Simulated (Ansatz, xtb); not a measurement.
A geometry optimisation of AlH2Si2 with r2SCAN-D4/def2-SVP

The starting geometry of this gas-phase doublet was built from a drawn formula by distance geometry and a force field; its bonds are those of `[Al][Si]=[SiH2]`.

```yaml
atoms:
  - { symbol: Al, position_ang: [-4.1165, 0.7905, -1.7184] }
  - { symbol: Si, position_ang: [-2.9018, -1.1473, -1.3804] }
  - { symbol: Si, position_ang: [-0.9035, -1.1047, -1.2417] }
  - { symbol: H, position_ang: [-0.0901, -2.3417, -1.0063] }
  - { symbol: H, position_ang: [-0.1842, 0.1850, -1.3161] }
```

Question: Predict what becomes of its bonds when it is optimised with r2SCAN-D4/def2-SVP.

Answer: A new bond forms, giving a structure given below by its coordinates. Distances that change by over a tenth: Si2–Si3 (2.00 → 2.24 Å). Contacts that close: Al1–Si3 (3.76 → 2.61 Å).

The energy falls by 0.93 eV over 11 steps:

```
step  E − E(last) (eV)
   1             0.934
   2             0.471
   3             0.381
   4             0.289
   5             0.183
   7             0.016
   8             0.003
   9             0.001
  10             0.000
  11             0.000
```

Final geometry (Å):

```json
{"atom": "Al", "x (Å)": "-3.0975", "y (Å)": "0.7226", "z (Å)": "-1.6260"}
{"atom": "Si", "x (Å)": "-3.3350", "y (Å)": "-1.6360", "z (Å)": "-1.3591"}
{"atom": "Si", "x (Å)": "-1.1871", "y (Å)": "-1.0223", "z (Å)": "-1.2598"}
{"atom": "H", "x (Å)": "-0.0782", "y (Å)": "-2.0063", "z (Å)": "-1.0504"}
{"atom": "H", "x (Å)": "-0.4982", "y (Å)": "0.3237", "z (Å)": "-1.3675"}
```

From the same start GFN2-xTB reaches the same bonding as this run.

No frequencies were run, so the end isn't proven a minimum. Open shells are spin-unrestricted. Run with Ansatz 0.2.0, 77 s on 1 thread of Intel(R) Xeon(R) Platinum 8488C (Sapphire Rapids) (shared host).
